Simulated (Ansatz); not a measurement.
Geometry optimisation, RKS PBE/6-31G* in Ansatz 0.2.0.

input.yaml

```yaml
crystal:
  periodic: [false, false, false]
  atoms:
    - { symbol: Al, position_ang: [-0.014074, 0.233808, -0.064553] }
    - { symbol: H, position_ang: [0.065343, 0.222364, 1.510527] }
    - { symbol: F, position_ang: [1.444256, 0.357713, -0.874564] }
    - { symbol: H, position_ang: [-1.37334, 0.251912, -0.893572] }
    - { symbol: F, position_ang: [0.015365, -2.34514, 1.202801] }
    - { symbol: H, position_ang: [0.102751, -1.619158, 1.79636] }
basis:
  gaussian: { orbitals: "6-31G*" }
hamiltonian:
  xc: pbe
relax:
  f_tol: 0.03
  max_steps: 50
output:
  orbitals: {}
```

Launched with:

```bash
$ ansatz run input.yaml --threads 1 --pin off --max-ram 2048MiB --backend cpu --events-out ev --progress --plain --runs-dir out
```

Q: Where does it end, and by what steps?

A: It converged. After 22 steps the energy has fallen by 1.802 eV; H6 moved furthest, 1.13 Å. Parted: Al1–H2 (1.58 → 2.51 Å), F5–H6 (0.94 → 2.57 Å). Joined: Al1–F5 (2.87 → 1.66 Å), H2–H6 (1.86 → 0.75 Å).

```tsv
step	energy less start (eV)	largest force component (eV/Å)	accepted
0	0.0000	0.593	yes
1	-0.1502	0.862	yes
2	-0.3134	1.168	yes
3	-0.4296	0.604	yes
4	-0.4460	0.349	yes
5	-0.4563	0.095	yes
6	-0.4589	0.077	yes
7	-0.4603	0.120	yes
8	-0.4636	0.193	yes
9	-0.4704	0.216	yes
10	-0.4787	0.302	yes
11	-0.5856	1.452	yes
12	-1.0245	1.047	yes
13	-1.2601	4.747	yes
14	-1.6687	1.379	yes
15	-1.7769	0.354	yes
16	-1.7866	0.521	yes
17	-1.7154	1.545	no
18	-1.7960	0.296	yes
19	-1.8005	0.082	yes
20	-1.8010	0.069	yes
21	-1.8018	0.039	yes
22	-1.8020	0.005	yes
```

```xyz
6
Properties=species:S:1:pos:R:3
Al 0.000 -0.614 -0.337
H 0.124 0.201 2.035
F 1.440 0.155 -0.653
H -1.378 0.104 -0.625
F 0.054 -2.206 0.147
H 0.000 -0.540 2.109
```

Whether the end is a true minimum wasn't checked by a vibrational analysis.

The run took 20 s on 1 thread of Intel(R) Xeon(R) Platinum 8488C (Sapphire Rapids), on a shared host, peak memory 0.12 GiB.
